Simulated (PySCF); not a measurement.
Compound: C3HF2 (charge +1).
Numbering: `[F:1][c:2]1[cH:3][c+:4]1[F:5]` (hydrogens: H6 on C3)

A GFN2-xTB structure was refined with PySCF 2.14.0, PBE0-D3(BJ)/def2-SVP geometry optimisation, gas phase. Its GFN2-xTB values:

```
coordinate  GFN2-xTB
     F1–C2   1.254 Å
     C2–C3   1.389 Å
     C2–C4   1.392 Å
     C3–H6   1.080 Å
  F1–C2–C3    149.7°
  F1–C2–C4    150.4°
  C2–C3–C4     60.2°
  C3–C2–C4     59.9°
```

Task: How do these coordinates change at the PBE0-D3(BJ)/def2-SVP level?

Result: 
```csv
coordinate,PBE0-D3(BJ)/def2-SVP (Å or °),change
C2–C4,1.368,-0.024
C3–H6,1.096,+0.016
C2–C3,1.375,-0.014
F1–C2,1.250,-0.004
F1–C2–C3,147.9,-1.8
F1–C2–C4,152.0,+1.6
C2–C3–C4,59.7,-0.5
C3–C2–C4,60.2,+0.3
```

The energy falls by 0.035 eV over 6 energy and gradient evaluations, the largest force component goes from 0.0297 to 2.6e-04 Eh/bohr, and the atoms move by 0.017 Å rms after alignment. The bond that changes most is C2–C4 (both ends unsaturated ring carbon), which shortens by 0.024 Å. Bonds longer at the end by more than 0.005 Å: 1 of 6; shorter: 3. Rotational constants go from 13851, 3802, 2983 to 14424, 3811, 3014 MHz.

The run used 75 basis functions and 41 SCF cycles in all.

Stationary, but not proved a minimum.
